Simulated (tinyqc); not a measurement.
The basis set: RHF and MP2 along a ladder of basis sets, for HF, spin multiplicity 1. Computed by the program tinyqc with PySCF. 

Geometry (angstrom):

| atom | x | y | z |
|---|---|---|---|
| F | 0.0000 | 0.0000 | 0.0000 |
| H | 0.0000 | 0.0000 | 0.8320 |

Same geometry throughout; the dipole is taken about the origin.

RHF and frozen-core MP2 in a ladder of bases:

| basis | functions | E(RHF) (hartree) | E(MP2 corr) (hartree) | HOMO (eV) | LUMO (eV) | dipole (debye) |
|---|---|---|---|---|---|---|
| sto-3g | 6 | -98.547431 | -0.013883 | -12.7403 | 19.6574 | 1.3735 |
| 3-21g | 11 | -99.444980 | -0.117038 | -16.4967 | 8.1023 | 2.0649 |
| 6-31g | 11 | -99.972532 | -0.123036 | -17.3867 | 6.3192 | 2.1753 |
| 6-31g** | 19 | -100.003054 | -0.177837 | -17.3038 | 6.6111 | 1.8277 |
| cc-pvdz | 19 | -100.012366 | -0.197877 | -17.3614 | 5.4451 | 1.7799 |
| aug-cc-pvdz | 32 | -100.026675 | -0.217308 | -17.9547 | 1.0324 | 1.7699 |
| cc-pvtz | 44 | -100.051808 | -0.267618 | -17.7556 | 4.2198 | 1.7805 |

From cc-pVDZ to cc-pVTZ the RHF energy falls by 39.4 mhartree and the correlation energy by 69.7. If valence correlation converges as X^-3, (27 E(T) - 8 E(D))/19 gives -0.2970 hartree, a rough estimate from such small X that usually falls short; STO-3G holds about 5 % of it. Beyond STO-3G the LUMO moves by 7.1 eV and the HOMO by 1.5 eV; diffuse functions lower the positive LUMO sharply, since an unbound virtual level tracks the most diffuse function.
